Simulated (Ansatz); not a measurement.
**C₄H₈O₂: a ladder of functionals and wavefunction methods**

How much do the methods differ for C₄H₈O₂? The plan is to run it at one geometry with functionals of several rungs and with coupled cluster, and see how far each lands from CCSD(T) at the basis-set limit for the atomisation energy.

Program: Ansatz 0.2.0, Gaussian basis. Level of theory: functionals in def2-TZVPP, the program's frozen cores in correlated methods. These are calculated values, not measurements.

The runs, in order: LDA (SPW92), PBE-D4, revPBE-D4, BLYP-D4, r2SCAN-D4, B97M-V, PBE0-D4, B3LYP-D4, r2SCANh-D4, r2SCAN0-D4, HSE06-D4, BHLYP-D4, CAM-B3LYP-D4, LC-ωPBE, ωB97X-V, ωB97M-V, B2PLYP, PBE-QIDH; CCSD(T)/def2-SVP; CCSD(T)/def2-TZVPP; MP2/def2-QZVPP; extrapolation to the limit; RPA on PBE.

## (1) The geometry

All runs share one geometry, relaxed beforehand with PBE0-D4 in a triple-zeta def2 set.

SMILES `C=C(OC)OC`, 14 atoms, charge 0, spin multiplicity 1.

Atoms are counted from 1 here; the program's logs count them from 0.

Bond lengths: C1–C2 1.336 Å, C1–H7 1.077 Å, C1–H8 1.079 Å, C2–O3 1.343 Å, C2–O5 1.342 Å, O3–C4 1.409 Å, C4–H9 1.088 Å, C4–H10 1.094 Å, C4–H11 1.094 Å, O5–C6 1.415 Å, C6–H12 1.089 Å, C6–H13 1.092 Å, C6–H14 1.092 Å. Angles: C2–C1–H7 122.0°, C2–C1–H8 118.8°, H7–C1–H8 119.2°, C1–C2–O3 126.9°, C1–C2–O5 120.9°, O3–C2–O5 112.2°, C2–O3–C4 116.8°, O3–C4–H9 106.3°, O3–C4–H10 110.8°, O3–C4–H11 110.8°, H9–C4–H10 109.8°, H9–C4–H11 109.8°, H10–C4–H11 109.3°, C2–O5–C6 118.9°, O5–C6–H12 105.3°, O5–C6–H13 111.7°, O5–C6–H14 111.7°, H12–C6–H13 109.6° and more.

## (2) LDA

This LDA is Slater exchange with PW92 correlation.

The input, in.yaml:

```yaml
crystal:
  periodic: [false, false, false]
  atoms:
    - {symbol: C, position_ang: [-1.239282, -0.987896, -0.905556]}
    - {symbol: C, position_ang: [-0.437088, -0.038160, -0.417620]}
    - {symbol: O, position_ang: [0.490806, -0.182343, 0.542166]}
    - {symbol: C, position_ang: [0.637707, -1.469116, 1.096675]}
    - {symbol: O, position_ang: [-0.498573, 1.220091, -0.879403]}
    - {symbol: C, position_ang: [0.372279, 2.192067, -0.332529]}
    - {symbol: H, position_ang: [-1.204922, -2.003475, -0.548254]}
    - {symbol: H, position_ang: [-1.941876, -0.726058, -1.681430]}
    - {symbol: H, position_ang: [1.423586, -1.391424, 1.845722]}
    - {symbol: H, position_ang: [0.927971, -2.192795, 0.329104]}
    - {symbol: H, position_ang: [-0.292864, -1.797825, 1.569031]}
    - {symbol: H, position_ang: [0.137953, 3.116149, -0.858199]}
    - {symbol: H, position_ang: [0.203780, 2.327708, 0.738200]}
    - {symbol: H, position_ang: [1.420533, 1.933087, -0.497907]}
basis:
  gaussian: {orbitals: def2-TZVPP}
hamiltonian: {xc: lda}
output: {orbitals: {seedname: orbitals}}
```

Run with:

```console
ansatz run in.yaml --threads 2 --pin off --events-out ev --progress --plain --max-ram 22528MiB --backend cuda --devices 0, --max-vram 18GiB
```

After this run come: PBE-D4 (GGA); revPBE-D4 (GGA); BLYP-D4 (GGA); r2SCAN-D4 (meta-GGA); B97M-V (meta-GGA); PBE0-D4 (hybrid); B3LYP-D4 (hybrid); r2SCANh-D4 (hybrid); r2SCAN0-D4 (hybrid); HSE06-D4 (hybrid); BHLYP-D4 (hybrid); CAM-B3LYP-D4 (range-separated); LC-ωPBE (range-separated); ωB97X-V (range-separated); ωB97M-V (range-separated); B2PLYP (double hybrid); PBE-QIDH (double hybrid); CCSD(T) in def2-SVP; CCSD(T) in def2-TZVPP; MP2 in def2-QZVPP; RPA on PBE orbitals.

**Question.** What will the summary of the whole plan be? Wanted: atomisation energy, CCSD(T)/CBS; farthest beyond LDA; mean size of error, GGA; mean size of error, meta-GGA; mean size of error, hybrid; mean size of error, range-separated; mean size of error, double hybrid; gap, smallest and largest; T1 diagnostic.

**Answer**, as computed:

| quantity | value |
| --- | --- |
| atomisation energy, CCSD(T)/CBS | 5614.2 kJ/mol |
| functionals within 28.1 kJ/mol (0.5 %) | revPBE-D4, BLYP-D4, B97M-V, B3LYP-D4, r2SCANh-D4, LC-ωPBE, ωB97X-V, ωB97M-V, PBE-QIDH |
| farthest beyond LDA | BHLYP-D4 (-185.7 kJ/mol) |
| mean size of error, GGA | 67.4 kJ/mol |
| mean size of error, meta-GGA | 20.4 kJ/mol |
| mean size of error, hybrid | 60.7 kJ/mol |
| mean size of error, range-separated | 20.6 kJ/mol |
| mean size of error, double hybrid | 34.8 kJ/mol |
| gap, smallest and largest | 5.24 eV (BLYP-D4), 12.17 eV (LC-ωPBE) |
| T1 diagnostic | 0.0120 |
| triples share of the correlation energy | 3.9 % |

What this shows: LDA overbinds by 921.1 kJ/mol (16 %). PBE-D4 is off by +168.6 kJ/mol. Double hybrids carry the basis error of their MP2 part in triple zeta, and no dispersion term here, so their miss is partly the set-up's. The rungs meta-GGA, range-separated miss on average by less than the doubt on the reference (28.1 kJ/mol), so they tie. Misses under about 28.1 kJ/mol are within the doubt on the reference itself, which lacks core-valence correlation, relativity and higher excitations. Hartree-Fock recovers 72 % of the binding; the rest is correlation. CCSD(T) in def2-SVP is off by -248.3 kJ/mol, which most functionals beat. The gap grows from 5.2 to 12.2 eV across the functionals, mostly with the share of exact exchange.
